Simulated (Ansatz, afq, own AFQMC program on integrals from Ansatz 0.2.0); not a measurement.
AFQMC on a folder of integrals that Ansatz 0.2.0 wrote.

```yaml
crystal:
  periodic: [false, false, false]
  atoms:
    - {symbol: Ge, position_ang: [0.000000, 0.000000, 0.000000]}
    - {symbol: H, position_ang: [0.715662, 1.318255, 1.316554]}
    - {symbol: H, position_ang: [-0.726575, -1.312854, 1.315972]}
    - {symbol: H, position_ang: [-0.713010, 1.314292, -1.321943]}
    - {symbol: H, position_ang: [0.723924, -1.319692, -1.310583]}
basis:
  gaussian: {orbitals: 6-31G}
total_charge: 1
magnetization: {spin_polarized: false, initial_magnetization: 1}
correlation: {method: ccsd_t, electrons: outside_noble_gas, hamiltonian_folder: ham}
```

```sh
$ ansatz run in.yaml --threads 1 --pin off --events-out ev --progress --plain --max-ram 16896MiB --backend cuda --devices 0, --max-vram 18GiB
```

afq runs on the folder ham with

```
--method phaseless --trial cisd --walkers 4000 --populations 20 --least-time 60 --time-step 0.005 --steps-per-block 50 --equilibration-blocks 40 --max-blocks 4000 --target-error 0.00032 --factor-cut 1e-05 --start spin_pure --seed 8748 --release-times 0.24,0.51,0.99,1.62,2.4 --release-step 0.03 --release-every 3 --taylor-order 6
```

Times are imaginary, in 1/Eh. The walk had a cap of 122 s. With eight or more populations the least sampling time is a fifth of least-time, and the error comes from their spread. Filled inner d shells are frozen with the cores.

Log:

```
orbitals 23  electrons 4 3  factors 175 of 378
reference energy -2076.77224970 Eh
CCSD correlation -0.13320157 Eh in 12 cycles, weight of the determinant in the CISD state 0.8144
energy of the start -2076.905455 Eh
 block  time / (1/Eh)  mean weight  energy / Eh
     1     0.250  1.0000  -2076.903996
     2     0.500  1.0000  -2076.903649
     3     0.750  1.0000  -2076.903829
     4     1.000  0.9999  -2076.904223
     5     1.250  1.0001  -2076.904658
    10     2.500  1.0000  -2076.907645
    19     4.750  1.0000  -2076.910299
    29     7.250  1.0000  -2076.910415
    39     9.750  1.0001  -2076.909969
    49    12.250  1.0001  -2076.910990
    51    12.750  0.9998  -2076.911867
    59    14.750  0.9999  -2076.910605
    67    16.750  1.0002  -2076.909147
    69    17.250  1.0000  -2076.909376
    79    19.750  1.0003  -2076.910146
    89    22.250  1.0001  -2076.910266
error from the spread of 20 populations
released: time / (1/Eh)  energy / Eh  error  mean overlap
  0.24  -2076.909286  0.001257  0.9989
  0.51  -2076.910795  0.000107  0.9997
  0.99  -2076.911127  0.000103  1.0036
  1.62  -2076.911825  0.000317  0.9997
  2.40  -2076.911807  0.000121  1.0035
energy -2076.910310 +/- 0.000136 Eh
(rows thinned)
```

The run passed its tests (sampling time, drift between the halves within three errors, error under three times the target), which doesn't prove that it has relaxed. The second half of the sampling lies above the first by 2.4 errors of their difference, so the energy may still be moving and its error bar be too small.

Against this walk (error 3.7 meV) on the same determinant: CCSD(T) 0.8 meV lower (within the noise), CCSDT(Q) 60.5 meV lower, CCSDTQ 62.4 meV lower, full CI 62.4 meV lower. The error is statistical and leaves out the bias of the constraint. The released energies have errors that jump between times, so the bars are unsure (meV from the phaseless value at times in 1/Eh: 28 ± 34 at 0.24, -13 ± 3 at 0.51, -22 ± 3 at 0.99, -41 ± 9 at 1.62, -41 ± 3 at 2.40), so they give no level; they do show a bias of the constraint, and the last of them that isn't too noisy lies 22 meV above full CI. Full CI is exact here, so the walk's 62 meV above it is the walk's own error: the bias of the constraint with this trial, or a walk that hasn't relaxed.

Cautions: constraint bias not in the error; no relativity below Rb; no spin-orbit coupling; inner d shell frozen; a spin-contaminated unrestricted determinant lies lower (UHF 658 meV lower, ⟨S²⟩ 1.26); the search met a lower determinant of the same kind, perhaps of another symmetry (124 meV lower).

The walk took 56 s on 1 × NVIDIA H100 80GB HBM3 with 2 threads of AMD EPYC 7R13 Processor (Zen 3), with other jobs on the host (the card was shared). The log's last line is the phaseless energy.

CCSDT and higher add their correlation energy to the determinant of the CCSD(T) run, since their own runs factorise the integrals more tightly (a shift of under 2 meV). A walk keeps the symmetry of its determinant, which the program's search chose and which needn't be the lowest solution, so a lower state of the same spin and another symmetry isn't excluded.
